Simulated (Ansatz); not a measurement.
Consider the formal exchange of groups at a C–C bond: `CCC(C)C(C)C` + ethane → `CCCC(C)C(C)C` + CH₄.

Gas-phase electronic energies from Ansatz, PBE0-D4/def2-TZVP geometries. CCSD(T)/CBS is the MP2 limit (def2-TZVPP, def2-QZVPP) plus CCSD(T) − MP2 in def2-TZVPP, frozen cores. This one scheme is used for every species. Functionals use def2-TZVPP. B3LYP here is the variant with VWN-RPA as its local correlation; programs differ in this. HSE06 is defined as in plane-wave codes. Each species was taken in one conformer, which may not be the lowest.

`CCC(C)C(C)C`:

Z-matrix (Å, degrees):
```
C
C 1 1.520
H 1 1.092 2 112.0
H 1 1.093 2 111.1 3 120.0
H 1 1.094 2 111.0 3 -120.3
C 2 1.528 1 113.9 3 62.8
H 2 1.096 1 109.3 3 -59.7
H 2 1.094 1 108.6 3 -175.1
C 6 1.540 2 113.2 1 165.8
C 6 1.523 2 111.5 1 -67.8
H 6 1.099 2 107.1 1 49.3
C 9 1.523 6 112.1 2 -69.3
C 9 1.523 6 113.5 2 56.7
H 9 1.098 6 105.9 2 174.3
H 10 1.093 6 111.0 2 -179.6
H 10 1.094 6 111.4 2 -59.5
H 10 1.092 6 111.7 2 60.5
H 12 1.094 9 111.3 6 -53.2
H 12 1.094 9 111.7 6 67.4
H 12 1.093 9 110.8 6 -173.2
H 13 1.094 9 111.3 6 -66.8
H 13 1.092 9 112.2 6 54.2
H 13 1.093 9 110.5 6 174.1
```

`CC`:

Z-matrix (Å, degrees):
```
C
C 1 1.519
H 1 1.093 2 111.4
H 1 1.093 2 111.4 3 120.0
H 1 1.093 2 111.4 3 -120.0
H 2 1.093 1 111.4 3 180.0
H 2 1.093 1 111.4 3 -60.0
H 2 1.093 1 111.4 3 60.0
```

`CCCC(C)C(C)C`:

Cartesian coordinates in Å:
```
C -2.912 1.992 -0.374
C -1.623 1.395 -0.912
C -0.862 0.606 0.142
C 0.486 0.054 -0.320
C 0.315 -1.004 -1.403
C 1.332 -0.430 0.871
C 2.782 -0.679 0.479
C 0.755 -1.653 1.573
H -3.585 1.211 -0.010
H -2.714 2.670 0.461
H -3.445 2.558 -1.142
H -0.979 2.195 -1.296
H -1.853 0.753 -1.767
H -1.496 -0.216 0.496
H -0.696 1.256 1.011
H 1.041 0.894 -0.762
H -0.313 -1.829 -1.055
H -0.160 -0.585 -2.292
H 1.273 -1.422 -1.718
H 1.330 0.396 1.595
H 3.392 -0.893 1.360
H 2.876 -1.535 -0.194
H 3.214 0.191 -0.024
H 1.347 -1.900 2.458
H 0.769 -2.530 0.919
H -0.274 -1.493 1.900
```

CH₄:

Cartesian coordinates in Å:
```
C 0.000 0.000 0.000
H 1.050 0.024 -0.291
H -0.130 0.541 0.937
H -0.317 -1.034 0.131
H -0.603 0.468 -0.777
```

Problem. Is it downhill or uphill in electronic energy at CCSD(T)/CBS, and by how much? (Estimate.)

Solution. The calculation gave: Downhill: ΔE = -10.1 kJ/mol.

Problem. What do these levels give: PBE-D4, r2SCAN0-D4, CAM-B3LYP-D4, B2PLYP, BLYP, B3LYP, r2SCANh, HSE06, CCSD/def2-SVP, HF/def2-TZVPP, CCSD(T)/def2-TZVPP, SCS-MP2/def2-QZVPP? (Best estimate.)

Solution. Computed: PBE-D4 -8.5, r2SCAN0-D4 -9.1, CAM-B3LYP-D4 -8.5, B2PLYP -7.0, BLYP -4.0, B3LYP -4.6, r2SCANh -8.2, HSE06 -5.9, CCSD/def2-SVP -7.8, HF/def2-TZVPP -3.4, CCSD(T)/def2-TZVPP -9.6, SCS-MP2/def2-QZVPP -9.0 kJ/mol.

Largest T1 diagnostic among the species: 0.009.

Leaving LDA and LC-ωPBE aside and taking each functional with its dispersion term where it has one, the values, not all of them listed here, spread over 2.8 kJ/mol, from B97M-V to B2PLYP. LDA lies −4.4 kJ/mol from PBE without D4. In def2-TZVPP, CCSD(T) changes the Hartree–Fock value by −6.3 kJ/mol (the triples alone add −1.2 kJ/mol) and MP2 by −7.5 kJ/mol. The D4 term adds −3.8 kJ/mol with B3LYP and −2.4 kJ/mol with PBE0; it sums over pairs of atoms, weighted by their polarisabilities, and B3LYP, whose exchange is more repulsive, gets the larger term.
